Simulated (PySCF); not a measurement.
Molecule: SMILES Fc1cccs1, C₄H₃FS.

Bonds (- single, = double, # triple, : aromatic): F1-C2 1.319 Å, C2:C3 1.363 Å, C3:C4 1.427 Å, C4:C5 1.367 Å, C5:S6 1.725 Å, S6:C2 1.729 Å. C3 carries H7; C4 carries H8; C5 carries H9.

Geometry PBE0-D3(BJ)/def2-SVP throughout; GIAO in PySCF 2.14, gas phase, one conformer, non-relativistic; equivalent atoms averaged; functional PBE0.

For orientation, 6-31G gives these absolute shieldings σ: F1 305.8, C2 29.9, C5 82.5, C4 80.3, C3 95.2, S6 394.7, H9 26.03, H8 25.78, H7 26.16 ppm.

A run gave: F1 310.2, C2 11.0, C5 68.5, C4 60.3, C3 77.7, S6 298.0, H9 24.86, H8 24.69, H7 24.98 ppm (absolute shieldings σ).

**Question.** Which basis set was used in that run?
A. def2-TZVP
B. def2-SVP
C. cc-pVTZ
D. 6-311+G(2d,p)

**Answer.** D. S6 tells them apart best: 6-311+G(2d,p) gives 298.0, cc-pVTZ gives 341.8, def2-SVP gives 388.3, def2-TZVP gives 279.5 ppm.
